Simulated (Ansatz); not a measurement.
in.yaml

```yaml
crystal:
  periodic: [false, false, false]
  atoms:
    - {symbol: V, position_ang: [0.000000, 0.000000, 0.000000]}
    - {symbol: F, position_ang: [0.000000, 0.000000, -1.762800]}
    - {symbol: F, position_ang: [0.000000, 0.000000, 1.762800]}
basis:
  gaussian: {orbitals: def2-SVP}
total_charge: 1
magnetization: {spin_polarized: true, initial_magnetization: 0}
hamiltonian: {xc: {name: r2SCANh}}
```

```sh
$ ansatz run in.yaml --threads 1 --pin off --events-out ev --progress --plain --max-ram 2816MiB --backend cpu
```

Question: Roughly how long does this take on 1 thread of AMD EPYC 7R13, shared host, and how much host memory?

Answer: 33 s wall and 0.27 GiB.

```
602 factors; integrals over basis functions are off by at most 1.7e-3 eV
mean field evaluation 1: about -31081.1903 eV, gradient 7.1e1 eV
mean field evaluation 2: about -30487.6529 eV, gradient 3.2e2 eV
mean field evaluation 4: about -31097.0675 eV, gradient 3.6e1 eV
mean field evaluation 8: about -31101.9996 eV, gradient 4.2e-1 eV
mean field evaluation 16: about -31102.0248 eV, gradient 3.4e-4 eV
mean field evaluation 32: about -31103.1497 eV, gradient 4.2e-4 eV
mean field evaluation 64: about -31103.1497 eV, gradient 6.9e-6 eV
mean field evaluation 96: about -31102.1296 eV, gradient 9.4e-1 eV
mean field evaluation 128: about -31103.0167 eV, gradient 1.8e0 eV
mean field -31103.14970418 eV, -1143.0196691567 hartree, gradient 1.3e-5 eV, S^2 1.001283; 14 other end points of the search recorded, 0 dependent functions left out
reference -31103.14975289 eV, -1143.0196709467 hartree; 20, 20 occupied and 39, 39 virtual orbitals, 602 factors
Total energy: -31103.14975289 eV, -1143.0196709467 hartree
```
